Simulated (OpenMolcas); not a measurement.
# How basis sets differ on CH6Si (methylsilane)

The species is CH6Si (8 atoms), meant as a singlet with charge 0. SMILES: `C[SiH3]`. The shape is that of a PBE0-D4/def2-TZVP optimisation.

```xyz
8

C    -0.1815    0.2397   -0.9403
Si    0.1624   -0.2145    0.8415
H    -1.2405    0.1125   -1.1756
H     0.3955   -0.3914   -1.6198
H     0.0866    1.2807   -1.1339
H    -0.6250    0.6462    1.7654
H     1.6056   -0.0400    1.1599
H    -0.2031   -1.6332    1.1028
```

Quantity: the HOMO–LUMO gap, in eV. The values are calculated.

```csv
level,kind,program,value (eV),CPU time
HF/ANO-L-MB,Hartree–Fock,OpenMolcas,20.23,1.9 s
HF/ANO-RCC-MB (DKH2),Hartree–Fock,OpenMolcas,21.64,2.2 s
HF/STO-3G,Hartree–Fock,OpenMolcas,24.79,1.8 s
HF/3-21G,Hartree–Fock,OpenMolcas,17.26,1.9 s
HF/def2-TZVP,Hartree–Fock,OpenMolcas,15.65,13 s
```

The values span 15.65 to 24.79 eV. A Hartree–Fock LUMO above zero doesn't converge with the basis: it sinks as sets grow more diffuse. Orbital gaps aren't excitation energies. Times are those of the runs behind each value, whatever else they computed, on shared processors of several kinds: orders of magnitude only.
